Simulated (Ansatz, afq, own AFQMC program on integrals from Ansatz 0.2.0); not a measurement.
Where AFQMC and coupled cluster stand for LiNa⁻, doublet

```xyz
2

Li    0.0000    0.0000    0.0000
Na    0.0000    0.0000    3.3180
```

Basis aug-cc-pVDZ. Noble-gas cores (and the filled d shells of Ga–Kr and In–Xe) are frozen. AFQMC by an in-house program on the Cholesky factors that Ansatz 0.2.0 writes for its CCSD(T) run. The CISD trial takes its coefficients from CCSD amplitudes. Released means that phaseless walkers are propagated on without the constraint, phases kept. Error bars are statistical, one sigma.

Determinant: UHF, the one that the program's search chose, which needn't be the lowest solution. The geometry is a PBE0/def2-TZVPD stationary point of this or a neighbouring charge and spin state.

Full CI on the same integrals is exact in this basis and with this determinant's frozen core.

Cautions: strong correlation (T1 0.139, weight of the determinant 0.77, largest double 0.11); unrestricted determinant spin contaminated (⟨S²⟩ 1.24 against 0.75).

* T1 diagnostic: 0.1390
* weight of the determinant in the CISD state: 0.768
* ⟨S²⟩ of the determinant: 1.236
* size of the correlated space: 3 electrons in 44 orbitals

| level | correlation energy (eV) |
| --- | --- |
| MP2 | -0.3136 |
| CCSD | -0.7353 |
| CCSD(T) | -0.7542 |

**Question.** Estimate where full CI lies against CCSD(T) on the same integrals.

**Answer.** 1.7 kJ/mol below CCSD(T).

Reference: full CI, correlation energy -0.772 eV. The released energy is read at 2.40 1/Eh (meV from the phaseless value at times in 1/Eh: 0 ± 6 at 0.24, 1 ± 5 at 0.51, -2 ± 6 at 0.99, -4 ± 6 at 1.62, 1 ± 5 at 2.40). The cautions show a poor starting determinant, so the rows tell how each method copes with it here, and full CI is the sure value.

```csv
level,E − E(reference) (kJ/mol),share of correlation (%)
CCSD(T),1.7,97.76
ph-AFQMC/CISD,0.7 ± 0.5,99.12
released AFQMC,0.8 ± 0.5,98.95
```

A walk keeps the symmetry of its determinant, which the program's search chose and which needn't be the lowest solution, so a lower state of the same spin and another symmetry isn't excluded. Released energies are given only where the last usable release times agree within the noise; a slower fall can still hide under it.
